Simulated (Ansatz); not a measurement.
Saddle search on SiNH8F, singlet by partitioned rational-function steps on PBE0-D4/def2-TZVP gradients (Ansatz 0.2.0), from this start:

```csv
atom,x (Å),y (Å),z (Å)
Si1,-0.4347,0.0444,-1.0385
H2,-0.2424,-1.5357,-0.0254
H3,0.5090,-0.6753,-1.9385
H4,-0.5292,1.4026,-1.7290
H5,-1.8728,-0.3347,-0.9462
H6,0.5783,0.0437,1.2617
N7,0.3200,0.8327,0.5122
H8,0.1754,-1.4964,0.8535
F9,0.6979,-1.1530,1.8719
H10,-0.3464,1.4919,0.9205
H11,1.1449,1.3799,0.2577
```

| step | energy less the last (meV) | largest force (eV/Å) | curvature followed (eV/Å²) |
| --- | --- | --- | --- |
| 1 | 25.0 | 0.406 | -8.01 |
| 2 | 9.5 | 0.149 | -7.85 |
| 3 | 8.2 | 0.209 | -7.75 |
| 4 | 5.9 | 0.040 | -7.80 |
| 5 | 5.4 | 0.047 | -7.85 |
| 6 | 4.9 | 0.022 | -7.84 |
| 7 | 4.4 | 0.023 | -7.84 |
| 8 | 3.7 | 0.038 | -7.85 |
| 9 | 3.0 | 0.047 | -7.85 |
| 10 | 3.4 | 0.197 | -7.86 |
| 11 | 8.1 | 0.400 | -7.89 |
| 12 | 3.4 | 0.307 | -7.90 |
| 13 | 1.2 | 0.146 | -7.91 |
| 14 | 0.8 | 0.183 | -7.88 |
| 15 | 0.5 | 0.140 | -7.88 |
| 16 | 0.3 | 0.124 | -7.93 |
| 17 | 0.3 | 0.113 | -7.76 |
| 18 | 0.1 | 0.036 | -7.84 |
| 19 | 0.0 | 0.026 | -7.84 |
| 20 | 0.0 | 0.006 | -7.61 |

The search ended at:

```tsv
atom	x (Å)	y (Å)	z (Å)
Si1	-0.4497	0.0379	-1.0059
H2	0.2069	-1.4974	-0.1640
H3	0.4380	-0.4700	-2.0791
H4	-0.8421	1.3909	-1.5661
H5	-1.7668	-0.5838	-0.7494
H6	0.3239	0.1407	1.3160
N7	0.3727	0.8411	0.4892
H8	0.1993	-1.4652	0.8040
F9	0.2274	-1.1457	1.9556
H10	-0.0643	1.7322	0.7044
H11	1.3547	1.0194	0.2951
```
